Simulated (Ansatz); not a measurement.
# AlH$_{3}$O, triplet: from triple and quadruple zeta to the limit

```xyz
5

Al   -1.1596    0.0000    0.0000
H    -1.9526    1.3734    0.0000
H    -1.9526   -1.3734    0.0000
H     0.6394    0.0000    0.0000
O     2.1614    0.0000    0.0000
```

Connectivity, by distances: AlH3 ··· O.

Ansatz 0.2.0, UHF determinant, valence electrons correlated. Energies in eV.

```
       set  X  functions  Hartree–Fock  MP2 correlation  CCSD(T) correlation                                                                                                              time
def2-TZVPP  3        115    -8664.8232          -6.8663              -8.2280  9.5 s on 1 × NVIDIA H100 80GB HBM3 with 1 thread of AMD EPYC 7R13 Processor (Zen 3), with other jobs on the host
def2-QZVPP  4        217    -8665.1136          -7.4799              -8.7994   12 s on 1 × NVIDIA H100 80GB HBM3 with 1 thread of AMD EPYC 7R13 Processor (Zen 3), with other jobs on the host
```

Hartree–Fock is taken to follow E(X) = E∞ + A·exp(−7.88·√X), correlation E(X) = E∞ + B·X^−2.97.

Cautions: lower spins were not checked.

Q: Work out the CCSD(T) energy at the limit, and how far the shortcut misses it that extrapolates MP2 and adds CCSD(T) minus MP2 from the smaller set.

A: Hartree–Fock: E∞ = E4 + 0.1377·(E4 − E3) = -8665.1536. Correlation: E∞ = E4 + 0.7407·(E4 − E3) = -9.2227 for CCSD(T) and -7.9344 for MP2. The limit is -8674.3764 eV, 0.463 eV below def2-QZVPP. The shortcut gives a correlation energy of -7.9344 + (-1.3617) = -9.2961, 73 meV lower than the direct value.

Past Ne part of the Hartree–Fock step between the two sets comes from the cores, which don't follow the formula, so the 40 meV that it adds to the total can overshoot; that part largely cancels in differences.
